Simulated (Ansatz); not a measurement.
**[Cl···H···GeH₃], doublet in cc-pVDZ: errors against UCCSDT(Q)**

Geometry: a point of a hydrogen-transfer path between rigid fragments, not a stationary point.

```xyz
6

Cl   -2.1973    0.0000    0.0000
H    -0.7433    0.0000    0.0000
Ge    1.0207    0.0000    0.0000
H     1.4894   -1.4659    0.0000
H     1.4894    0.7330   -1.2695
H     1.4894    0.7330    1.2695
```

Basis cc-pVDZ; Ansatz 0.2.0. Only valence electrons are correlated (noble-gas cores and the filled d shells of p-block atoms frozen), which leaves 15 electrons in 46 orbitals. R marks a restricted (for open shells ROHF) determinant, U an unrestricted one. Active spaces: valence = (15e, 12o) chosen from the atoms' valence shells. No spin–orbit coupling is included, and no scalar relativity.

Full CI isn't at hand for all of this; UCCSDT(Q) serves as the reference, and is uncertain by about the last step of the cluster series. The frozen core follows each run's orbitals, which can shift R against U totals by a few meV for light atoms and by up to 0.1 eV past Ca.

The UHF ⟨S²⟩ is 0.772. The T1 diagnostic (RCCSD) is 0.0154, the largest doubles amplitude (RCCSD) is 0.036 and the T1 diagnostic (UCCSD) is 0.0117.

Task: From what is known of these methods and the diagnostics, rank them by the size of their error in total energy against UCCSDT(Q) in cc-pVDZ, smallest first (an estimate: the text doesn't fix the numbers).
A. UHF
B. UCCSD
C. UCCSD(T)
D. UCCSDT
E. UMP2

Result: D (1.1 kJ/mol), C (3.5 kJ/mol), B (18.2 kJ/mol), E (127.4 kJ/mol), A (773.0 kJ/mol).

All errors are against UCCSDT(Q) in cc-pVDZ. Within each family the higher level lies nearer, as is usual though not guaranteed.

Natural occupations of CASSCF (valence space) about the gap: 1.985 1.971 1.971 1.971 1.004 0.033 0.025 0.021 0.021; effectively unpaired electrons, Σ n²(2−n)², 1.02.
